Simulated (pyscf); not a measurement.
Optimised with ωB97X-D3(BJ)/def2-SVP in PySCF.

PBE/def2-TZVP puts the barrier of `[CH3][Zn][TeH]` + `[CH4]` → `[TeH2]` + `[CH3][Zn][CH3]` (four-centre exchange; singlet surface; Te–Zn, C–H broken, H–Te, C–Zn formed) at 46.5 kcal/mol and the reaction energy at +34.0 kcal/mol, from the separated reactants. What do r²SCAN/def2-TZVP, B3LYP-D3(BJ)/def2-TZVP, ωB97M-D3(BJ)/def2-TZVP give on the same structures?

r²SCAN: ΔE‡ = 47.0 kcal/mol, ΔE = +35.5 kcal/mol; B3LYP-D3(BJ): ΔE‡ = 51.3 kcal/mol, ΔE = +35.6 kcal/mol; ωB97M-D3(BJ): ΔE‡ = 53.0 kcal/mol, ΔE = +34.3 kcal/mol. PBE's barrier lies under all of them, by 0.5 to 6.5 kcal/mol. Its reaction energy matches one of them and lies within 1.6 kcal/mol of the others. On the product side the descent ends in an adduct with a Te–Zn contact (not fully relaxed), 5.9 kcal/mol under the separated species and 19.9 kcal/mol under the saddle at ωB97X-D3(BJ)/def2-TZVP. What is counted as broken (Te–Zn) persists as a longer contact in the product adduct; parting that adduct is a step of its own. This is the saddle that the search found; another between the same sides may lie lower. Elements up to Kr have no core potential and no relativistic terms here. Elements past Kr carry the def2 core potentials, without spin-orbit coupling.
